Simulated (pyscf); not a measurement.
O=GaH + ammonia (NH₃) → HO–Ga [singlet] + ammonia (NH₃), a concerted two-bond exchange (singlet surface; Ga–H, H–N broken, H–O, H–N formed). Structures and frequencies: ωB97X-D3(BJ)/def2-SVP in PySCF. MP2 and CC: frozen core, UHF for open shells. ΔMP2 is the change of the MP2 total energy from the triple- to the quadruple-zeta basis. Energies in kJ/mol from the separated reactants.

Small-basis levels: PySCF, no dispersion term, spherical d functions. AM1 to PM7: differences of heats of formation from MOPAC, which are fitted to 298 K values and so differ in kind from electronic energies by zero-point and thermal terms. 

| level | barrier | reaction energy |
|---|---|---|
| HF/3-21G | 59.1 | -253.4 |
| B3LYP/STO-3G | 279.3 | +265.6 |
| B3LYP/6-31G*+LANL2DZ | [?] | -171.5 |
| M06-2X/6-31G*+LANL2DZ | 92.7 | -190.4 |
| PBE/def2-SVP | 47.3 | -167.0 |
| B3LYP/def2-SVP | 64.5 | -194.2 |
| PM3 | -32.0 | -456.0 |
| CCSD(T)/def2-TZVPP + ΔMP2(QZVPP) | [?] | -181.6 |

Q: Complete the blanks.

A: 
- B3LYP/6-31G*+LANL2DZ, barrier: 82.7
- CCSD(T)/def2-TZVPP + ΔMP2(QZVPP), barrier: 86.6

Against the last row the barrier runs from -118.6 (PM3) to +192.7 kJ/mol (B3LYP/STO-3G). At PM3 this geometry lies under one side, so the entry may be no barrier of that level: it is a single point on another level's saddle. CCSD(T)/def2-TZVPP + ΔMP2(QZVPP) has limits of its own. On the product side the descent ends in a complex, 27.1 kJ/mol under the separated species and 308.0 kJ/mol under the saddle at ωB97X-D3(BJ)/def2-TZVP. The reactants may also form a dative adduct at O=GaH; it and routes through it were not searched. The products may also form a dative adduct at HO–Ga [singlet]; it and routes through it were not searched. This is the saddle that the search found; another between the same sides may lie lower. The CCSD(T) − MP2 part came from Ansatz, without density fitting, on the same reference. The frozen core leaves the outer d or s,p core shells of the metals and heavy elements correlated in the MP2 and CC values, and def2-TZVPP describes them poorly, which can shift differences by a few kcal/mol. In the def2 sets elements up to Kr have no core potential.
